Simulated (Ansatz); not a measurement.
C3H3F3 can be A, `FC1CC1(F)F`, or B, `FCC=C(F)F`.

Calculated with Ansatz (gas phase, PBE0-D4/def2-TZVP geometries, no zero-point term in ΔE). CBS: MP2 limit from def2 TZ/QZ plus the TZ coupled-cluster correction, frozen cores. DFT in def2-TZVPP. One conformer a species, not always the lowest.

(1) Which isomer does CCSD(T)/CBS put lower? Give the gap. (Estimate.)

(2) Give E(B) − E(A) in kJ/mol with r2SCAN-D4, CCSD(T)/def2-SVP, B2PLYP, PBE-D4, PBE0-D4, MP2/def2-TZVPP, CCSD/def2-TZVPP. (Estimate.)

(3) Does the order hold for the free energy at 298.15 K (harmonic terms from PBE0-D4)? (Estimate.)

Largest T1 diagnostic: 0.012.

## Answers

(1) Ansatz gave: B, by 53.5 kJ/mol.

(2) Ansatz gave: r2SCAN-D4 -49.2, CCSD(T)/def2-SVP -44.3, B2PLYP -58.2, PBE-D4 -49.5, PBE0-D4 -42.1, MP2/def2-TZVPP -49.5, CCSD/def2-TZVPP -51.2. None reverses the order clearly.

(3) The calculation gave: Yes: G(B) − G(A) = -55.7 kJ/mol, for one conformer each.

In def2-TZVPP, CCSD(T) changes the Hartree–Fock value by +6.1 kJ/mol (the triples alone add −1.8 kJ/mol) and MP2 by +9.6 kJ/mol. From r2SCAN to r2SCAN0 (25 % exact exchange), in def2-TZVPP and without D4, E(B) − E(A) moves by +6.3 kJ/mol.
